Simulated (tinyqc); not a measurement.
Worked calculation: coupled-perturbed Hartree-Fock on RHF in the sto-3g basis, for HF, spin multiplicity 1. One step of it, computed by the program tinyqc.

Task: Coupled step 2. U_ai = -(mu_ai + sum_bj [4 (ai|bj) - (ab|ij) - (aj|bi)] U_bj) / (e_a - e_i); alpha = -4 sum U_ai mu_ai.

U after step 1:
```
          i1        i2         i3        i4        i5
a6  0.000523  0.039920  -1.105826  0.000000  0.000000
```

dipole integrals <a|z|i> (bohr):
```
           i1        i2        i3        i4        i5
a6  -0.043928  0.010219  1.064435  0.000000  0.000000
```

orbital energies (hartree): MO1 -25.915245, MO2 -1.432167, MO3 -0.532902, MO4 -0.462012, MO5 -0.462012, MO6 0.472101

Two-electron integrals over orbitals (pq|rs), unique and non-zero (hartree):
```
(11|11) 5.363615    (21|11) -0.514531   (21|21) 0.077895    (22|11) 1.217836
(22|21) -0.021528   (22|22) 0.862772    (31|11) 0.129503    (31|21) -0.018540
(31|22) 0.009480    (31|31) 0.019765    (32|11) -0.136210   (32|21) 0.006746
(32|22) -0.037676   (32|31) 0.020756    (32|32) 0.147912    (33|11) 0.940390
(33|21) -0.009494   (33|22) 0.724283    (33|31) -0.003510   (33|32) -0.028801
(33|33) 0.717003    (41|41) 0.029565    (42|41) 0.039664    (42|42) 0.185677
(43|41) -0.009125   (43|42) -0.035373   (43|43) 0.040800    (44|11) 1.264017
(44|21) -0.014801   (44|22) 0.887168    (44|31) 0.003791    (44|32) -0.074059
(44|33) 0.714671    (44|44) 0.997514    (51|51) 0.029565    (52|51) 0.039664
(52|52) 0.185677    (53|51) -0.009125   (53|52) -0.035373   (53|53) 0.040800
(54|54) 0.053770    (55|11) 1.264017    (55|21) -0.014801   (55|22) 0.887168
(55|31) 0.003791    (55|32) -0.074059   (55|33) 0.714671    (55|44) 0.889973
(55|55) 0.997514    (61|11) 0.135268    (61|21) -0.021789   (61|22) 0.001889
(61|31) -0.010679   (61|32) -0.024265   (61|33) 0.008616    (61|44) 0.003822
(61|55) 0.003822    (61|61) 0.022508    (62|11) -0.197371   (62|21) 0.004783
(62|22) -0.107571   (62|31) -0.020060   (62|32) -0.063237   (62|33) -0.027662
(62|44) -0.105543   (62|55) -0.105543   (62|61) 0.017617    (62|62) 0.093171
(63|11) -0.391481   (63|21) 0.006682    (63|22) -0.203569   (63|31) 0.001814
(63|32) 0.090457    (63|33) -0.107400   (63|44) -0.222544   (63|55) -0.222544
(63|61) -0.005715   (63|62) 0.047161    (63|63) 0.205829    (64|41) -0.008773
(64|42) -0.035353   (64|43) -0.019051   (64|64) 0.030229    (65|51) -0.008773
(65|52) -0.035353   (65|53) -0.019051   (65|65) 0.030229    (66|11) 0.863740
(66|21) -0.009101   (66|22) 0.659779    (66|31) 0.012875    (66|32) 0.058036
(66|33) 0.662261    (66|44) 0.638524    (66|55) 0.638524    (66|61) -0.008576
(66|62) -0.060914   (66|63) -0.020419   (66|66) 0.696547
```

Give: U after step 2; polarisability.

Result:

U after step 2:
```
       i1     i2      i3     i4     i5
a6  0.000  0.051  -1.112  0.000  0.000
```

polarisability = 4.731 bohr^3
